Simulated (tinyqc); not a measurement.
Inside a calculation. Method: UKS/B3LYP (VWN-RPA form) in the sto-3g basis, for H2O, spin multiplicity 3. One step of it, computed by the program tinyqc.

Task: Iteration 1: diagonalisation and new density. Diagonalise F' = X^T F X, C = X C', fill 6 alpha and 4 beta electrons from the bottom; D(s) = C_occ C_occ^T. Each column has its largest component positive (the first on a tie).

F(alpha) (hartree), lower triangle:
```
,1O 1s,1O 2s,1O 2px,1O 2py,1O 2pz,2H 1s,3H 1s
1O 1s,-18.422399
1O 2s,-4.765844,-1.800237
1O 2px,0.000000,0.000000,-0.007591
1O 2py,-0.002732,-0.019200,0.000000,0.036089
1O 2pz,-0.010053,-0.067281,0.000000,-0.003950,0.064717
2H 1s,-0.405877,-0.356339,0.000000,-0.160000,-0.116232,-0.300910
3H 1s,-0.358370,-0.311728,0.000000,0.132407,-0.101451,-0.049174,-0.244185
```

F(beta) (hartree), lower triangle:
```
,1O 1s,1O 2s,1O 2px,1O 2py,1O 2pz,2H 1s,3H 1s
1O 1s,-18.404345
1O 2s,-4.747124,-1.707387
1O 2px,0.000000,0.000000,0.277147
1O 2py,-0.002792,-0.020820,0.000000,0.087526
1O 2pz,-0.010113,-0.067711,0.000000,-0.004581,0.098635
2H 1s,-0.404430,-0.340341,0.000000,-0.155945,-0.109118,-0.167900
3H 1s,-0.357062,-0.297016,0.000000,0.127846,-0.093553,-0.060788,-0.052290
```

X, lower triangle:
```
,1O 1s,1O 2s,1O 2px,1O 2py,1O 2pz,2H 1s,3H 1s
1O 1s,1.022658
1O 2s,-0.128152,1.067106
1O 2px,0.000000,0.000000,1.000000
1O 2py,-0.000396,0.003590,0.000000,1.030227
1O 2pz,-0.002800,0.023256,0.000000,0.001717,1.011969
2H 1s,0.013172,-0.131241,0.000000,-0.109408,-0.067395,1.048063
3H 1s,0.011947,-0.116884,0.000000,0.099909,-0.060888,-0.021259,1.039634
```

Give: F' = X^T F X; orbital energies; coefficients C; F' = X^T F X; orbital energies; coefficients C; D(alpha) after iteration 1; D(beta) after iteration 1.

Result:

F' = X^T F X (alpha) (hartree), lower triangle:
```
,1,2,3,4,5,6,7
1,-18.0647
2,-2.5387,-0.9080
3,0.0000,0.0000,-0.0076
4,-0.0025,-0.0125,0.0000,0.0966
5,-0.0165,-0.0289,0.0000,0.0003,0.0901
6,-0.0139,-0.1636,0.0000,-0.1524,-0.1030,-0.2085
7,-0.0090,-0.1443,0.0000,0.1326,-0.0908,-0.0020,-0.1696
```

orbital energies (alpha) (hartree): MO1 -18.4326, MO2 -0.6525, MO3 -0.2911, MO4 -0.1404, MO5 -0.0076, MO6 0.1507, MO7 0.2017

coefficients C (alpha):
```
,MO1,MO2,MO3,MO4,MO5,MO6,MO7
1O 1s,0.9938,-0.2356,0.0303,0.1316,0.0000,-0.0360,-0.0024
1O 2s,0.0258,0.8743,-0.1302,-0.6047,0.0000,0.1964,0.0196
1O 2px,0.0000,0.0000,0.0000,0.0000,1.0000,0.0000,0.0000
1O 2py,0.0003,0.0316,0.3392,-0.0415,0.0000,-0.0892,0.9786
1O 2pz,0.0015,0.0957,0.0183,0.3387,0.0000,0.9484,0.0964
2H 1s,-0.0038,0.2427,0.6604,0.5460,0.0000,-0.3320,-0.4790
3H 1s,-0.0033,0.1675,-0.5737,0.6516,0.0000,-0.4118,0.3968
```

F' = X^T F X (beta) (hartree), lower triangle:
```
,1,2,3,4,5,6,7
1,-18.0492
2,-2.5329,-0.8107
3,0.0000,0.0000,0.2771
4,-0.0023,-0.0144,0.0000,0.1530
5,-0.0164,-0.0281,0.0000,-0.0004,0.1240
6,-0.0137,-0.1742,0.0000,-0.1702,-0.1058,-0.0658
7,-0.0081,-0.1604,0.0000,0.1547,-0.0955,-0.0248,0.0348
```

orbital energies (beta) (hartree): MO1 -18.4138, MO2 -0.5646, MO3 -0.1638, MO4 -0.0183, MO5 0.2228, MO6 0.2771, MO7 0.3240

coefficients C (beta):
```
,MO1,MO2,MO3,MO4,MO5,MO6,MO7
1O 1s,0.9940,-0.2360,0.0483,0.1143,-0.0577,0.0000,0.0105
1O 2s,0.0247,0.8804,-0.2113,-0.5228,0.3011,0.0000,-0.0476
1O 2px,0.0000,0.0000,0.0000,0.0000,0.0000,1.0000,0.0000
1O 2py,0.0003,0.0383,0.4686,-0.1564,0.1228,0.0000,0.9070
1O 2pz,0.0014,0.1060,0.0543,0.5310,0.8568,0.0000,-0.0516
2H 1s,-0.0036,0.2396,0.6500,0.4157,-0.5204,0.0000,-0.4575
3H 1s,-0.0032,0.1512,-0.4225,0.5761,-0.4598,0.0000,0.6035
```

D(alpha) after iteration 1, lower triangle:
```
,1O 1s,1O 2s,1O 2px,1O 2py,1O 2pz,2H 1s,3H 1s
1O 1s,1.0626
1O 2s,-0.2710,1.1862
1O 2px,0.0000,0.0000,1.0000
1O 2py,0.0009,-0.0089,0.0000,0.1258
1O 2pz,-0.0101,0.0628,0.0000,-0.0894,1.0236
2H 1s,0.0429,-0.2693,0.0000,0.2386,-0.0946,0.9034
3H 1s,0.0404,-0.2538,0.0000,-0.1797,-0.1643,0.1543,0.9514
```

D(beta) after iteration 1, lower triangle:
```
,1O 1s,1O 2s,1O 2px,1O 2py,1O 2pz,2H 1s,3H 1s
1O 1s,1.0591
1O 2s,-0.2531,1.0936
1O 2px,0.0000,0.0000,0.0000
1O 2py,-0.0040,0.0165,0.0000,0.2455
1O 2pz,0.0397,-0.1958,0.0000,-0.0535,0.2962
2H 1s,0.0188,-0.1438,0.0000,0.2488,0.2814,0.6527
3H 1s,0.0066,-0.0789,0.0000,-0.2823,0.2990,0.0011,0.5332
```
